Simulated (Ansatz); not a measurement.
Molecule: C₃H₇ (charge 0, doublet). It need not be the lowest isomer of its formula. SMILES: C[CH]C
Geometry from a B3LYP-D3(BJ)/def2-TZVP (Ansatz, a first-principles code) optimisation:
```
C
H 1 1.0826
C 1 1.4853 2 119.07
H 3 1.0908 1 112.14 2 -22.05
H 3 1.0961 4 108.14 1 123.29
H 3 1.1017 4 107.08 5 113.68
C 1 1.4853 2 119.07 3 167.94
H 7 1.0908 1 112.14 2 22.05
H 7 1.0961 8 108.14 1 -123.29
H 7 1.1017 8 107.08 9 -113.68
```
Charge 0, spin multiplicity 2.

Task: Give the harmonic wavenumbers at B3LYP-D3(BJ)/def2-TZVP (Ansatz, finite differences of forces, unscaled).

Result: 109, 113, 349, 391, 889, 942, 949, 1030, 1148, 1183, 1371, 1410, 1413, 1467, 1476, 1478, 1490, 2938, 2942, 3012, 3013, 3089, 3090, 3175 cm⁻¹. Zero-point energy 55.0 kcal/mol.

Task: From these and the geometry, give the ideal-gas thermochemistry at 298.15 K and 1 atm (rigid rotor, harmonic oscillator).

Result: Point group Cs, rotational symmetry number 1. Rotational constants 37.46, 8.395, 7.493 GHz. S(trans) 37.21, S(rot) 22.44, S(vib) 9.32, S(elec, spin only) 1.38, S 70.3 cal/(mol K). H(298) - H(0) 3.86 kcal/mol; G - E(el) 37.9 kcal/mol.
